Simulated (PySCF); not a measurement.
J couplings in Oxazole

Molfile (atoms numbered from 1):
```
C3H3NO
     RDKit          3D

  8  8  0  0  0  0  0  0  0  0999 V2000
   -0.7081   -0.0668    0.7388 C   0  0  0  0  0  0  0  0  0  0  0  0
   -0.7547    0.4310   -0.5250 C   0  0  0  0  0  0  0  0  0  0  0  0
    0.4725    0.2671   -1.0745 O   0  0  0  0  0  0  0  0  0  0  0  0
    1.2031   -0.3230   -0.1145 C   0  0  0  0  0  0  0  0  0  0  0  0
    0.5616   -0.5468    0.9820 N   0  0  0  0  0  0  0  0  0  0  0  0
   -1.4991   -0.1118    1.4851 H   0  0  0  0  0  0  0  0  0  0  0  0
   -1.5168    0.8997   -1.1405 H   0  0  0  0  0  0  0  0  0  0  0  0
    2.2415   -0.5493   -0.3513 H   0  0  0  0  0  0  0  0  0  0  0  0
  1  2  2  0
  2  3  1  0
  3  4  1  0
  4  5  2  0
  5  1  1  0
  1  6  1  0
  2  7  1  0
  4  8  1  0
M  END
```

Method: B3LYP/pcJ-1//PBE0-D3(BJ)/def2-SVP, PySCF 2.14.0 with density-fitted response routines; isolated molecule, single conformer, non-relativistic. Couplings are averaged over pairs made equivalent by symmetry, fast rotation or ring inversion, so a value needn't be that of the named pair in this geometry, while other rotamers aren't included; one pair stands for each set, and the list holds those of at least 1.5 Hz over up to four bonds.

Isotopes: ¹³C, ¹H, ¹⁷O, ¹⁵N. Couplings to quadrupolar nuclei such as 17O and 33S are rarely resolved in practice.

| pair | bonds | J (Hz) |
| --- | --- | --- |
| C1, C2 | 1 | 77.2 |
| C1, N5 | 1 | ? |
| C1, H6 | 1 | 205.1 |
| C2, O3 | 1 | 24.1 |
| C2, H7 | 1 | ? |
| O3, C4 | 1 | 34.8 |
| C4, H8 | 1 | 242.7 |
| C1, O3 | 2 | -2.1 |
| C1, C4 | 2 | ? |
| C1, H7 | 2 | 16.6 |
| C2, C4 | 2 | ? |
| C2, N5 | 2 | 1.6 |
| C2, H6 | 2 | 20.8 |
| O3, N5 | 2 | ? |
| O3, H7 | 2 | -21.4 |
| O3, H8 | 2 | -27.6 |
| N5, H6 | 2 | -11.8 |
| N5, H8 | 2 | -15.3 |
| C1, H8 | 3 | 9.7 |
| C2, H8 | 3 | ? |
| C4, H6 | 3 | 12.7 |
| C4, H7 | 3 | ? |

Estimate the withheld couplings, with signs.

## Answers


- ¹J(C1,N5) = 4.1 Hz (bond length 1.379 Å)
- ¹J(C2,H7) = 217.7 Hz (bond length 1.086 Å, sp2 carbon)
- ²J(C1,C4) = -3.4 Hz (angle at N5 104°)
- ²J(C2,C4) = 7.3 Hz (angle at O3 105°)
- ²J(O3,N5) = -3.6 Hz (angle at C4 114°)
- ³J(C2,H8) = 4.4 Hz (dihedral angle 180°)
- ³J(C4,H7) = 8.9 Hz (dihedral angle 180°)
